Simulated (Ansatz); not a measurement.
We consider zinc-blende CdSe, described by PBE (PAW; Ansatz, an electronic-structure program).

The same calculation (at a fixed cell, not relaxed at this level and not confirmed as the measured one, 27.708 Å³/atom) with different numerical settings:

```tsv
run	k mesh	gap on the mesh (eV)	total energy (eV/atom)
1	4×4×4	0.626	-6862.3526
2	6×6×6	0.638	-6862.3754
3	8×8×8	0.640	-6862.3775
4	12×12×12	0.641	-6862.3778
5	16×16×16	0.641	-6862.3779
6	20×20×20	0.641	-6862.3779
```

In the column total energy (eV/atom) the first row differs from the last by +0.0253 and the next to last by 0.0000.

The last row is no converged limit: other settings stay fixed.

Spin–orbit coupling is not included.
